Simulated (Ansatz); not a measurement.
The parent structure is GaAs in the zinc blende structure (space group F-43m, No. 216; a = 5.746 Å).

Method: PBE, PAW, 420 eV (Ansatz, a program for electronic structure; no spin-orbit coupling), earlier PAW set.

Modification: every Ga is replaced by B, then cell and atoms are relaxed.

Measured lattice parameter a: GaAs 5.64 Å (static lattice; corrected from measurement; as listed in Daniel Mejia-Rodriguez, S. B. Trickey, Phys. Rev. B (2018)); BAs 4.777 Å (room temperature; as listed in M J Lucero, T M Henderson, G E Scuseria, Journal of Physics Condensed Matter (2012)).

Q: How well does PBE reproduce the measured shift?

A: With PBE the lattice parameter a moves by -0.937 Å (5.746 → 4.809) against -0.863 Å measured. The two measured values stand on different bases (one corrected, one not), which blurs small differences.

Whether these cells are dynamically stable was not tested.
